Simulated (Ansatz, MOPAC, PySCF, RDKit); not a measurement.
Complex: CH5N (SMILES CN) (first 7 atoms) with CH5N (SMILES CN); geometry from S66by8 set.
(charge 0, multiplicity 1):
```xyz
14

N     -1.72924     0.26224    -0.65861
H     -0.90064    -0.32261    -0.70896
H     -2.39107    -0.12742    -1.31685
C     -2.28926     0.18273     0.68876
H     -3.18334     0.80057     0.74998
H     -2.55334    -0.82452     1.02627
H     -1.57087     0.59000     1.39790
N      1.90027    -0.75574    -0.45178
H      2.19654    -0.48120    -1.37977
H      2.52382    -1.50343    -0.17659
C      2.06050     0.37948     0.46189
H      1.79031     0.06478     1.46754
H      3.06792     0.80125     0.49886
H      1.36796     1.16525     0.16923
```

Interaction energies are E(AB) − E(A) − E(B) at the monomers' geometry in the complex; basis-set methods are counterpoise corrected.

Cores are frozen in the correlated methods. The state that AM1 reach isn't checked.

Programs: Ansatz (Gaussian basis) for Hartree–Fock, density functionals and correlated methods; MOPAC for AM1 (differences of heats of formation); PySCF for the dispersion terms; RDKit for the force fields. Values without a source in brackets are computed.

The comparison value is -121.0 meV (computed benchmark interaction energy, Řezáč et al., J. Chem. Theory Comput. 7, 2427 (2011), S66x8). It is a level with limits of its own, not the exact answer.

Q: Order these levels by how close they come to the comparison value for the interaction energy, closest first: AM1, r2SCAN-D3(BJ)/def2-TZVPPD, MMFF94, PBE-D4/def2-TZVPPD. Give each level's value less the comparison value.

A: r2SCAN-D3(BJ)/def2-TZVPPD (2.1 meV), PBE-D4/def2-TZVPPD (-11.8 meV), MMFF94 (34.4 meV), AM1 (86.8 meV)

Ansatz is a first-principles code.
